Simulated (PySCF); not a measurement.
Molecule: Anisole (SMILES COc1ccccc1).

Structure with atom numbers: `[CH3:1][O:2][c:3]1[cH:4][cH:5][cH:6][cH:7][cH:8]1`; H(Xn) means a hydrogen on atom n.

Spin–spin couplings on one PBE0-D3(BJ)/def2-SVP geometry, PySCF 2.14.0 with density-fitted response routines, gas phase, non-relativistic, equivalent pairs averaged (without the spin–dipole term); isotopes 1H; functional B3LYP.

Reference values (Hz): 3J(H(C4),H(C5)) = 8.3 (measured; solution (compiled); Pretsch, Buehlmann, Badertscher, Structure Determination of Organic Compounds, 4th ed., Springer 2009); 3J(H(C5),H(C6)) = 7.4 (measured; solution (compiled); Pretsch, Buehlmann, Badertscher, Structure Determination of Organic Compounds, 4th ed., Springer 2009).

Question: How do the couplings (Hz) change with the basis set? Times are CPU seconds on shared hosts with different chips, so compare them loosely. Far from the basis limit: pcJ-0, 6-31G*, 6-31G-J, def2-TZVP.

Answer: 
```
basis set  functions  3J(H(C4),H(C5))  3J(H(C5),H(C6))  mean abs. error  core-s
    pcJ-0        128              8.1              7.1              0.2      18
   6-31G*        128              7.9              6.9              0.4      17
  6-31G-J        128             10.0              8.8              1.6      17
    pcJ-1        296              9.2              8.2              0.9      60
def2-TZVP        296              7.1              6.2              1.2      66
```

Errors compare magnitudes, without vibrational corrections, and the largest couplings weigh most in the mean. Closest: pcJ-0 and 6-31G*, practically level; furthest: 6-31G-J.

The Fermi-contact term samples the wavefunction at the nucleus, which is why sets with added tight s functions (names with J) are made for couplings. Agreement of an ordinary basis with the reference is then largely a cancellation of errors.
